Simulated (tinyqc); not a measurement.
Worked calculation (part 2 of 2): RKS/BLYP in the sto-3g basis, for H2F+, spin multiplicity 1. Computed by tinyqc, a small Python program that keeps every step (integrals from PySCF). Command: `OMP_NUM_THREADS=1 python tinyqc.py 31732 31733 out.jsonl` (the two numbers bound the seeds that draw the settings). One thread of a shared host (Intel(R) Xeon(R) Processor @ 2.60GHz), about 0.7 s of CPU time with the checks.

Geometry (angstrom):
```
atom        x         y        z
F     0.00000   0.00000  0.00000
H     0.00000   0.79800  0.51600
H     0.00000  -0.75000  0.48500
```

## Iteration 2: diagonalisation and new density

extrapolated F (hartree), order 1F 1s, 1F 2s, 1F 2px, 1F 2py, 1F 2pz, 2H 1s, 3H 1s:
```
[[-24.66681, -6.35245, 0.00000, 0.00118, -0.02086, -1.23148, -1.40962],
 [-6.35245, -3.14502, 0.00000, 0.01634, -0.17333, -1.07798, -1.19430],
 [0.00000, 0.00000, -0.76462, 0.00000, 0.00000, 0.00000, 0.00000],
 [0.00118, 0.01634, 0.00000, -0.92132, 0.00662, -0.41648, 0.44953],
 [-0.02086, -0.17333, 0.00000, 0.00662, -0.84088, -0.31864, -0.34032],
 [-1.23148, -1.07798, 0.00000, -0.41648, -0.31864, -0.86997, -0.42319],
 [-1.40962, -1.19430, 0.00000, 0.44953, -0.34032, -0.42319, -0.93961]]
```

X, order 1F 1s, 1F 2s, 1F 2px, 1F 2py, 1F 2pz, 2H 1s, 3H 1s:
```
[[1.02417, -0.14101, 0.00000, 0.00089, -0.00725, 0.01912, 0.02089],
 [-0.14101, 1.20703, 0.00000, -0.01306, 0.07648, -0.23995, -0.28036],
 [0.00000, 0.00000, 1.00000, 0.00000, 0.00000, 0.00000, 0.00000],
 [0.00089, -0.01306, 0.00000, 1.09624, -0.00454, -0.20074, 0.21842],
 [-0.00725, 0.07648, 0.00000, -0.00454, 1.03165, -0.10160, -0.11460],
 [0.01912, -0.23995, 0.00000, -0.20074, -0.10160, 1.15474, -0.09786],
 [0.02089, -0.28036, 0.00000, 0.21842, -0.11460, -0.09786, 1.18704]]
```

Diagonalise F' = X^T F X, C = X C', fill 5 alpha and 5 beta electrons from the bottom; D = 2 C_occ C_occ^T. Each column has its largest component positive (the first on a tie).

F' = X^T F X (hartree):
```
[[-24.19818, -3.29166, 0.00000, 0.00084, -0.02997, -0.18182, -0.23013],
 [-3.29166, -1.86323, 0.00000, -0.00008, -0.06655, -0.35807, -0.40967],
 [0.00000, 0.00000, -0.76462, 0.00000, 0.00000, 0.00000, 0.00000],
 [0.00084, -0.00008, 0.00000, -0.75122, -0.00040, -0.28991, 0.31231],
 [-0.02997, -0.06655, 0.00000, -0.00040, -0.78501, -0.16520, -0.18271],
 [-0.18182, -0.35807, 0.00000, -0.28991, -0.16520, -0.48661, -0.09030],
 [-0.23013, -0.40967, 0.00000, 0.31231, -0.18271, -0.09030, -0.47865]]
```

orbital energies (hartree): [-24.67889, -1.65287, -1.03319, -0.82988, -0.76462, -0.26243, -0.10565]

coefficients C, order 1F 1s, 1F 2s, 1F 2px, 1F 2py, 1F 2pz, 2H 1s, 3H 1s:
```
[[0.99374, -0.24660, -0.00876, 0.08679, 0.00000, 0.11515, 0.02163],
 [0.02773, 0.91499, 0.04281, -0.41103, 0.00000, -0.76384, -0.16370],
 [0.00000, 0.00000, 0.00000, 0.00000, 1.00000, 0.00000, 0.00000],
 [-0.00041, -0.02140, 0.74930, 0.01216, 0.00000, -0.11428, 0.84546],
 [0.00329, 0.19300, -0.00495, 0.88030, 0.00000, -0.52247, -0.09212],
 [-0.00566, 0.07983, 0.32181, 0.17695, 0.00000, 0.88904, -0.72103],
 [-0.00651, 0.09559, -0.32050, 0.16938, 0.00000, 0.65976, 0.99128]]
```

D after iteration 2, order 1F 1s, 1F 2s, 1F 2px, 1F 2py, 1F 2pz, 2H 1s, 3H 1s:
```
[[2.11189, -0.46826, 0.00000, -0.00128, 0.06424, -0.02554, -0.02507],
 [-0.46826, 2.01752, 0.00000, 0.01497, -0.37072, 0.02786, 0.00788],
 [0.00000, 0.00000, 2.00000, 0.00000, 0.00000, 0.00000, 0.00000],
 [-0.00128, 0.01497, 0.00000, 1.12413, 0.00574, 0.48317, -0.48027],
 [0.06424, -0.37072, 0.00000, 0.00574, 1.62444, 0.33914, 0.33823],
 [-0.02554, 0.02786, 0.00000, 0.48317, 0.33914, 0.28256, -0.13101],
 [-0.02507, 0.00788, 0.00000, -0.48027, 0.33823, -0.13101, 0.28118]]
```

## Iteration 7 (converged): orbitals

converged F (hartree), order 1F 1s, 1F 2s, 1F 2px, 1F 2py, 1F 2pz, 2H 1s, 3H 1s:
```
[[-24.55713, -6.32877, 0.00000, 0.00118, -0.02030, -1.22692, -1.40439],
 [-6.32877, -3.08946, 0.00000, 0.01552, -0.17577, -1.06355, -1.17712],
 [0.00000, 0.00000, -0.70837, 0.00000, 0.00000, 0.00000, 0.00000],
 [0.00118, 0.01552, 0.00000, -0.86683, 0.00673, -0.41015, 0.44088],
 [-0.02030, -0.17577, 0.00000, 0.00673, -0.78478, -0.31536, -0.33615],
 [-1.22692, -1.06355, 0.00000, -0.41015, -0.31536, -0.86582, -0.41901],
 [-1.40439, -1.17712, 0.00000, 0.44088, -0.33615, -0.41901, -0.92853]]
```

As before.

F' = X^T F X (hartree):
```
[[-24.08865, -3.28797, 0.00000, 0.00096, -0.02942, -0.18101, -0.22915],
 [-3.28797, -1.80618, 0.00000, -0.00105, -0.06648, -0.35543, -0.40710],
 [0.00000, 0.00000, -0.70837, 0.00000, 0.00000, 0.00000, 0.00000],
 [0.00096, -0.00105, 0.00000, -0.69233, -0.00032, -0.29243, 0.31452],
 [-0.02942, -0.06648, 0.00000, -0.00032, -0.72730, -0.16687, -0.18433],
 [-0.18101, -0.35543, 0.00000, -0.29243, -0.16687, -0.48729, -0.09006],
 [-0.22915, -0.40710, 0.00000, 0.31452, -0.18433, -0.09006, -0.47279]]
```

orbital energies (hartree): [-24.56936, -1.60430, -0.99554, -0.77761, -0.70837, -0.24625, -0.08148]

coefficients C, order 1F 1s, 1F 2s, 1F 2px, 1F 2py, 1F 2pz, 2H 1s, 3H 1s:
```
[[0.99369, -0.24440, -0.00782, 0.09220, 0.00000, 0.11590, 0.02283],
 [0.02793, 0.90082, 0.03865, -0.44018, 0.00000, -0.76318, -0.17049],
 [0.00000, 0.00000, 0.00000, 0.00000, 1.00000, 0.00000, 0.00000],
 [-0.00041, -0.01999, 0.72335, 0.00742, 0.00000, -0.12756, 0.86601],
 [0.00328, 0.19297, -0.00364, 0.86377, 0.00000, -0.54832, -0.09834],
 [-0.00570, 0.09210, 0.35055, 0.19859, 0.00000, 0.88593, -0.70417],
 [-0.00656, 0.10774, -0.34350, 0.18909, 0.00000, 0.64785, 0.98661]]
```

D after iteration 7, order 1F 1s, 1F 2s, 1F 2px, 1F 2py, 1F 2pz, 2H 1s, 3H 1s:
```
[[2.11143, -0.46656, 0.00000, -0.00099, 0.07152, -0.02521, -0.02546],
 [-0.46656, 2.01500, 0.00000, 0.01336, -0.41286, 0.01789, 0.00071],
 [0.00000, 0.00000, 2.00000, 0.00000, 0.00000, 0.00000, 0.00000],
 [-0.00099, 0.01336, 0.00000, 1.04738, -0.00017, 0.50640, -0.49844],
 [0.07152, -0.41286, 0.00000, -0.00017, 1.56670, 0.37604, 0.37070],
 [-0.02521, 0.01789, 0.00000, 0.50640, 0.37604, 0.34167, -0.14580],
 [-0.02546, 0.00071, 0.00000, -0.49844, 0.37070, -0.14580, 0.33080]]
```

## Convergence

Stop when the energy changes by less than 1e-10 hartree and every element of the error matrix X^T (F D S - S D F) X is below 3e-06.

Course of the cycle:
```
iteration  E (hartree)     change  largest element of the error matrix
1          -98.7672537          -                             4.38e-01
2          -98.9748574  -2.08e-01                             1.12e-01
3          -98.9799670  -5.11e-03                             7.41e-02
4          -98.9854784  -5.51e-03                             1.07e-03
5          -98.9854791  -6.95e-07                             8.33e-05
6          -98.9854791  -6.97e-09                             6.76e-06
7          -98.9854791  -5.44e-11                             2.51e-07
```

PySCF RKS in the same basis, fine grid = -99.1771467 hartree

Converged in 7 iterations. The coarse grid moves the energy by +1.92e-01 hartree.

## Populations, bond orders and dipole

overlap S, order 1F 1s, 1F 2s, 1F 2px, 1F 2py, 1F 2pz, 2H 1s, 3H 1s:
```
[[1.00000, 0.23799, 0.00000, 0.00000, 0.00000, 0.04571, 0.05235],
 [0.23799, 1.00000, 0.00000, 0.00000, 0.00000, 0.42684, 0.46503],
 [0.00000, 0.00000, 1.00000, 0.00000, 0.00000, 0.00000, 0.00000],
 [0.00000, 0.00000, 0.00000, 1.00000, 0.00000, 0.28349, -0.30006],
 [0.00000, 0.00000, 0.00000, 0.00000, 1.00000, 0.18331, 0.19404],
 [0.04571, 0.42684, 0.00000, 0.28349, 0.18331, 1.00000, 0.23951],
 [0.05235, 0.46503, 0.00000, -0.30006, 0.19404, 0.23951, 1.00000]]
```

Mulliken: Z minus the diagonal of D S on the atom; Loewdin: the same with S^(1/2) D S^(1/2); Mayer order: 2 sum_s sum (D(s) S)_ij (D(s) S)_ji over the two atoms.

Charges (e):
```
atom  Mulliken  Loewdin
1F     0.04209  0.22873
2H     0.47427  0.38954
3H     0.48364  0.38173
```

Mayer bond orders:
```
pair    order
2-1   0.75593
3-1   0.74696
3-2   0.01914
```

dipole moment about the origin, x y z (debye): [0.00000, 0.10158, 2.65429]
